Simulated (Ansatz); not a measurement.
Low doublet and quartet states of SiH₃ by full CI

```yaml
atoms:
  - { symbol: Si, position_ang: [0.0001, -0.0001, -0.0437] }
  - { symbol: H, position_ang: [1.4153, 0.0146, 0.4091] }
  - { symbol: H, position_ang: [-0.7211, 1.2200, 0.4030] }
  - { symbol: H, position_ang: [-0.6968, -1.2329, 0.4066] }
```

Basis 6-31G; Ansatz 0.2.0. Correlated methods freeze the noble-gas cores, which leaves 7 electrons in 14 orbitals.

From the orbital picture of this species, estimate the order, symmetries and energies of the lowest 3 doublet and 1 quartet states at this geometry (other spins aside; irreps A', A'' in the program's axes; members of a degenerate level count singly).

Full CI in 6-31G gives:
| 2S+1 | irrep | energy above the lowest listed (eV) |
| --- | --- | --- |
| 2 | A' | 0.000 |
| 2 | A'' | 5.721 |
| 2 | A' | 5.721 |
| 4 | A' | 8.951 |

4.2 s on 1 thread of Intel Xeon Platinum 8488C, shared host.
